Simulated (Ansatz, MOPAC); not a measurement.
Species: C3H5O, net charge 0, doublet state. SMILES: [CH2]C(C)=O
Geometry: optimised at B3LYP-D3(BJ)/def2-TZVP (Ansatz, a quantum-chemistry and plane-wave program).

Property: size of the dipole moment, in D. Conventions: PM7 with its own dispersion and hydrogen-bond terms; no spin-orbit coupling; LANL2DZ all-electron up to Ne; no dispersion term unless named; 6-31G* and kin with 6d, 5d where marked; 6-311+G** with 5d; non-relativistic; UHF or UKS for open shells. Ab initio and DFT rows: single points at B3LYP-D3(BJ) geometries (Ansatz). Semi-empirical rows: dipoles at the shared geometry.

```json
[
 {"level": "AM1", "program": "MOPAC", "size of the dipole moment (D)": "2.74"},
 {"level": "PM6", "program": "MOPAC", "size of the dipole moment (D)": "3.39"},
 {"level": "PM7", "program": "MOPAC", "size of the dipole moment (D)": "3.17"},
 {"level": "MNDO", "program": "MOPAC", "size of the dipole moment (D)": "2.56"},
 {"level": "PBE/STO-3G", "program": "Ansatz", "size of the dipole moment (D)": "1.70"},
 {"level": "PBE/LANL2DZ", "program": "Ansatz", "size of the dipole moment (D)": "3.20"},
 {"level": "B3LYP/6-31G*", "program": "Ansatz", "size of the dipole moment (D)": "2.88"},
 {"level": "B3LYP/def2-SVP", "program": "Ansatz", "size of the dipole moment (D)": "2.86"},
 {"level": "B3LYP/cc-pVDZ", "program": "Ansatz", "size of the dipole moment (D)": "2.75"},
 {"level": "PBE0/6-311+G**", "program": "Ansatz", "size of the dipole moment (D)": "3.23"}
]
```

No value to compare with is used here. The 10 habitual levels span 1.70 (PBE/STO-3G) to 3.39 D (PM6).

The levels are drawn from those run, B3LYP/6-31G* more often than the rest, none by its result; runs whose electronic state is in doubt are left out.
